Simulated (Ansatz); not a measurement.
**doublet MgH: levels of theory in one basis**

```xyz
2

Mg   -0.0183   -0.0412   -0.8945
H     0.0106   -0.0163    0.8267
```

Basis set: def2-SVP (spherical functions). Left uncorrelated: 1 orbital. Correlation on ROHF uses semicanonical orbitals with singles. Charge 0, multiplicity 2.

Computed with Ansatz (development build ahead of 0.2.0); each method stands on the lowest determinant of its kind that the runs found.

```csv
method,E − E(ROHF) (eV),<S²> of the determinant
ROHF,0.00,–
UHF,-0.03,0.76
ROHF-MP2,-0.84,–
UHF-MP2,-0.85,0.76
ROHF-CCSD(T),-1.13,–
UHF-CCSD(T),-1.13,0.76
```
